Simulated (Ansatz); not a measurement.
Zinc-blende BeSe, treated with LC-ωPBE (PAW; Ansatz, a quantum-chemistry and plane-wave program).

Numerical settings: plane-wave cutoff 460 eV, 8×8×8 k mesh, Fermi–Dirac smearing 0.01 eV, scalar-relativistic PAW data made under PBE.

The cell is scaled about its equilibrium volume:

```
V (Å³/atom)  P (GPa)  direct gap at Γ (eV)  smallest gap on the k mesh (eV)
-----------  -------  --------------------  -------------------------------
15.818          5.20                10.886                            7.814
16.234          2.54                10.658                            7.878
16.650          0.18                10.440                            7.937
16.948         -1.34                10.289                            7.977
17.483         -3.78                10.028                            8.042
```

The fundamental gap (7.94 eV at the equilibrium volume, on the SCF mesh) lies elsewhere than Γ–Γ.

Spin–orbit coupling is not included.
